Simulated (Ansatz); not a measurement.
# C₃H₃+: geometry and frequencies at several levels

The task here is to estimate one member of a computed series from the others.

Computed with Ansatz 0.2.0 (the levels named in each step, unless a step's input says otherwise).

## The starting structure

Bond lengths: C1–C2 1.378 Å, C1–C3 1.378 Å, C2–C3 1.378 Å, C1–H4 1.073 Å, C2–H5 1.073 Å, C3–H6 1.073 Å. Angles: C1–C2–C3 60.0°, C1–C2–H5 150.0°, C3–C2–H5 150.0°, C2–C1–C3 60.0°, C2–C1–H4 150.0°, C3–C1–H4 150.0°, C1–C3–C2 60.0°, C1–C3–H6 150.0°, C2–C3–H6 150.0°.

As a file:

```xyz
6

C    -0.5829   -0.5399    0.0378
C    -0.1741    0.7757    0.0256
C     0.7570   -0.2358   -0.0634
H    -1.3695   -1.2684    0.0889
H    -0.4090    1.8224    0.0602
H     1.7785   -0.5540   -0.1488
```

The first run:

File input.yaml:

```yaml
crystal:
  periodic: [false, false, false]
  atoms:
    - { symbol: C, position_ang: [-0.58292, -0.53991, 0.03779] }
    - { symbol: C, position_ang: [-0.17411, 0.77573, 0.02557] }
    - { symbol: C, position_ang: [0.75703, -0.23582, -0.06339] }
    - { symbol: H, position_ang: [-1.36945, -1.26841, 0.08891] }
    - { symbol: H, position_ang: [-0.40903, 1.82243, 0.06019] }
    - { symbol: H, position_ang: [1.77851, -0.55402, -0.14881] }
total_charge: 1
basis:
  gaussian: { orbitals: def2-SVP }
hamiltonian:
  xc: pbe
  dispersion: d4
relax:
  f_tol: 0.03
  max_steps: 200
```

Run with:

```bash
$ ansatz run input.yaml --threads 2 --pin off --max-ram 5120MiB --backend cpu --events-out ev --progress --plain --runs-dir out
```

Steps of the session up to this table: A rough first relaxation, PBE-D4/def2-SVP; Relaxation, PBE0-D4/def2-TZVPP; Frequencies, PBE0-D4/def2-TZVPP; Relaxation, PBE-D4/def2-TZVPP; Frequencies, PBE-D4/def2-TZVPP; Relaxation, r2SCAN-D4/def2-TZVPP; Frequencies, r2SCAN-D4/def2-TZVPP; Relaxation, B3LYP-D4/def2-TZVPP; Frequencies, B3LYP-D4/def2-TZVPP; Relaxation, B2PLYP/def2-TZVPP.

One table of the session follows, with a row left open; its other results are not shown here.

```
               level  C1–C2 (Å)  C1–C3 (Å)  C2–C3 (Å)  highest frequency (cm⁻¹)
  PBE0-D4/def2-TZVPP     1.3566     1.3566     1.3566                      3305
   PBE-D4/def2-TZVPP     1.3676     1.3676     1.3676                      3216
r2SCAN-D4/def2-TZVPP     1.3587     1.3587     1.3587                      3287
 B3LYP-D4/def2-TZVPP          ?          ?          ?                         ?
   B2PLYP/def2-TZVPP     1.3601     1.3601     1.3601                         -
```

**Question.** Estimate the row for B3LYP-D4/def2-TZVPP.

As computed: C1–C2 (Å): 1.3578; C1–C3 (Å): 1.3578; C2–C3 (Å): 1.3578; highest frequency (cm⁻¹): 3290. In the column «C1–C2 (Å)» it lies between PBE0-D4/def2-TZVPP (1.3566) and r2SCAN-D4/def2-TZVPP (1.3587).
